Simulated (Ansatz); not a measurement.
# C2H2OS (SMILES S=C1CO1): single points off equilibrium

A test off equilibrium: a frame of a short trajectory is computed at several levels, and each is set against CCSD(T).

Computed with Ansatz 0.2.0, Gaussian basis. Level: single points in def2-TZVPP.

Correlated methods freeze the cores.

### Step 1. Starting geometry

SMILES `S=C1CO1`, 6 atoms, charge 0, spin multiplicity 1.

Atoms are counted from 1 here; the program's logs count them from 0.

Bond lengths: S1–C2 1.587 Å, C2–C3 1.418 Å, C2–O4 1.349 Å, C3–O4 1.513 Å, C3–H5 1.094 Å, C3–H6 1.027 Å. Angles: S1–C2–C3 155.0°, S1–C2–O4 138.7°, C3–C2–O4 66.3°, C2–C3–O4 54.7°, C2–C3–H5 123.0°, C2–C3–H6 116.3°, O4–C3–H5 113.2°, O4–C3–H6 117.7°, H5–C3–H6 116.7°, C2–O4–C3 59.1°.

As a file:

```csv
atom,x (Å),y (Å),z (Å)
S1,-2.0821,-0.8588,-0.4427
C2,-0.5854,-0.4410,-0.1207
C3,0.4770,0.4754,0.0851
O4,0.5798,-1.0282,0.2227
H5,1.0840,0.8763,-0.7323
H6,0.4373,1.0329,0.9472
```

### Step 2. PBE-D4/def2-TZVPP

run/in.yaml reads:

```yaml
crystal:
  periodic: [false, false, false]
  atoms:
    - {symbol: S, position_ang: [-2.082135, -0.858794, -0.442712]}
    - {symbol: C, position_ang: [-0.585375, -0.440981, -0.120656]}
    - {symbol: C, position_ang: [0.476978, 0.475389, 0.085051]}
    - {symbol: O, position_ang: [0.579802, -1.028178, 0.222671]}
    - {symbol: H, position_ang: [1.083971, 0.876269, -0.732320]}
    - {symbol: H, position_ang: [0.437340, 1.032857, 0.947227]}
basis:
  gaussian: {orbitals: def2-TZVPP}
hamiltonian: {xc: pbe, dispersion: d4}
output: {forces: true}
```

Run with:

```console
ansatz run in.yaml --threads 2 --pin off --events-out ev --progress --plain --max-ram 3481MiB
```

### Step 3. r2SCAN-D4/def2-TZVPP

Changes to run/in.yaml since step 2:

```diff
@@ -11,3 +11,3 @@
   gaussian: {orbitals: def2-TZVPP}
-hamiltonian: {xc: pbe, dispersion: d4}
+hamiltonian: {xc: r2scan, dispersion: d4}
 output: {forces: true}
```

### Step 4. PBE0-D4/def2-TZVPP

Changes to run/in.yaml since step 3:

```diff
@@ -11,3 +11,3 @@
   gaussian: {orbitals: def2-TZVPP}
-hamiltonian: {xc: r2scan, dispersion: d4}
-output: {forces: true}
+hamiltonian: {xc: pbe0, dispersion: d4}
+output: {forces: true, orbitals: {seedname: orbitals}}
```

### Step 5. wB97M-V/def2-TZVPP

Changes to run/in.yaml since step 4:

```diff
@@ -11,3 +11,3 @@
   gaussian: {orbitals: def2-TZVPP}
-hamiltonian: {xc: pbe0, dispersion: d4}
-output: {forces: true, orbitals: {seedname: orbitals}}
+hamiltonian: {xc: {name: wB97M-V}}
+output: {forces: true}
```

### Step 6. CCSD(T)/def2-TZVPP

Changes to run/in.yaml since step 5:

```diff
@@ -11,3 +11,3 @@
   gaussian: {orbitals: def2-TZVPP}
-hamiltonian: {xc: {name: wB97M-V}}
+correlation: {method: ccsd_t}
 output: {forces: true}
```

(Steps that only read results are left out.)

Before running it: what results should come out? Wanted: energy less free atoms, CCSD(T)/def2-TZVPP; RMS force component; RMS force error; HOMO and LUMO, PBE0-D4; T1 diagnostic.

The runs gave:

| quantity | value |
| --- | --- |
| energy less free atoms, CCSD(T)/def2-TZVPP | -2297.3 kJ/mol |
| RMS force component | 0.851 to 0.943 eV/Å over the methods |
| RMS force error | PBE-D4 0.156, r2SCAN-D4 0.130, PBE0-D4 0.325, wB97M-V 0.251 eV/Å |
| HOMO and LUMO, PBE0-D4 | -6.99 and -1.70 eV |
| T1 diagnostic | 0.018 |

What this shows: Against CCSD(T) the functionals' energies less atoms differ by -224.5 to -98.6 kJ/mol, PBE-D4 by -224.5 kJ/mol. A larger basis would deepen the CCSD(T) value, while the functionals are nearly converged already, so the order here is not reliable. For forces r2SCAN-D4 does best and PBE0-D4 worst. Frozen-core CCSD(T) forces in triple zeta carry basis errors of their own, and this is one geometry, so small gaps rank nothing.
